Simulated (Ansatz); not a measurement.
Cs2AgBiBr6 (Fm-3m, No. 225), treated with r²SCAN+rVV10 (Ansatz, an electronic-structure program, plane waves, PAW).

Settings: plane-wave cutoff 560 eV, 6×6×6 k mesh, Fermi–Dirac smearing 0.01 eV, no spin polarisation, scalar-relativistic PAW data made under PBE.

Cell (relaxed at this level):

```yaml
crystal:
  lattice:
    - [0.00000, 5.61901, 5.61901]
    - [5.61901, 0.00000, 5.61901]
    - [5.61901, 5.61901, 0.00000]
  atoms:
    - { symbol: Bi, position: [0.00000, 0.00000, 0.00000] }
    - { symbol: Ag, position: [0.50000, 0.50000, 0.50000] }
    - { symbol: Cs, position: [0.25000, 0.25000, 0.25000] }
    - { symbol: Cs, position: [0.75000, 0.75000, 0.75000] }
    - { symbol: Br, position: [0.25278, 0.74722, 0.25278] }
    - { symbol: Br, position: [0.25278, 0.74722, 0.74722] }
    - { symbol: Br, position: [0.74722, 0.25278, 0.74722] }
    - { symbol: Br, position: [0.74722, 0.25278, 0.25278] }
    - { symbol: Br, position: [0.25278, 0.25278, 0.74722] }
    - { symbol: Br, position: [0.74722, 0.74722, 0.25278] }
```

### Question
Estimate the band gap, smallest direct gap on the k points sampled and direct gap at Γ that the calculation returns.

### Answer

- band gap = 1.60 eV
- smallest direct gap on the k points sampled = 2.75 eV
- direct gap at Γ = 3.24 eV

Spin–orbit coupling is not included; with these elements it can move the gap by several tenths of an eV or more.

Computing time: about 2.5 core-minutes (a rough figure).
